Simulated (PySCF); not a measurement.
C₅H₉ (charge +1).
Atom-mapped SMILES: `[CH2:1]=[CH:2][CH+:3][CH2:4][CH3:5]` (hydrogens: H6, H7 on C1; H8 on C2; H9 on C3; H10, H11 on C4; H12, H13, H14 on C5)

Torsions of this conformer, `[CH2:1]=[CH:2][CH+:3][CH2:4][CH3:5]`: C1–C2–C3–C4 180°, C2–C3–C4–C5 -1°.

The closed-shell ground state was solved at several levels (PySCF, density fitting, gas phase, non-relativistic). The structure is a single PBE0-D3(BJ)/def2-SVP conformer in the gas phase; no vibrational or solvent corrections.

```csv
level,basis functions,total energy (Eh),HOMO (eV),LUMO (eV),gap (eV)
PBE0/def2-SVPD,172,-195.2459,-14.38,-9.12,5.26
LDA/def2-SVPD,172,-193.6322,-13.27,-10.20,3.07
wB97X-D/def2-SVPD,172,-195.4224,-16.18,-7.32,8.86
PBE0/6-31G*,88,-195.3769,-14.29,-8.99,5.30
PBE0/def2-TZVP,209,-195.4458,-14.35,-9.06,5.29
HF/def2-SVPD,172,-194.1524,-16.76,-5.11,11.65
B3LYP/def2-SVPD,172,-195.4976,-14.18,-9.31,4.87
LC-wPBE/def2-SVPD,172,-195.3525,-17.00,-6.94,10.06
PBE0/def2-TZVPD,266,-195.4463,-14.35,-9.06,5.29
PBE0/aug-cc-pVDZ,196,-195.3983,-14.33,-9.05,5.28
PBE0/def2-SVP,115,-195.2381,-14.37,-9.13,5.24
CAM-B3LYP/def2-SVPD,172,-195.3643,-15.67,-7.98,7.69
```

Q: What might PBE/def2-SVPD (172 basis functions) give for the same quantities?

A: Total energy -195.2157 Eh, HOMO -13.21 eV, LUMO -10.04 eV, gap 3.17 eV.

Q: Over all these levels, which gives the widest orbital gap and which the narrowest?

A: HF/def2-SVPD (Hartree–Fock, all exact exchange) has the widest, 11.65 eV, and LDA/def2-SVPD (LDA) the narrowest, 3.07 eV. The two share the basis. From the narrowest to the widest the HOMO moves by -3.49 eV and the LUMO by +5.09 eV.

Q: How much does the basis alone move the frontier levels among the 6 PBE0 rows?

A: The HOMO by 0.09 eV and the LUMO by 0.14 eV. By rising basis size (HOMO, LUMO in eV): 6-31G* -14.29, -8.99; def2-SVP -14.37, -9.13; def2-SVPD -14.38, -9.12; aug-cc-pVDZ -14.33, -9.05; def2-TZVP -14.35, -9.06; def2-TZVPD -14.35, -9.06.

Q: In the def2-SVPD basis, how does the gap go with the fixed share of exact exchange?

A: LDA (0 %) 3.07 eV; PBE (0 %) 3.17 eV; B3LYP (20 %) 4.87 eV; PBE0 (25 %) 5.26 eV; HF (100 %) 11.65 eV. Each rise in the share widens the gap here.

Note: wB97X-D ran without an empirical dispersion term, which enters the total energy and its gradient alone.
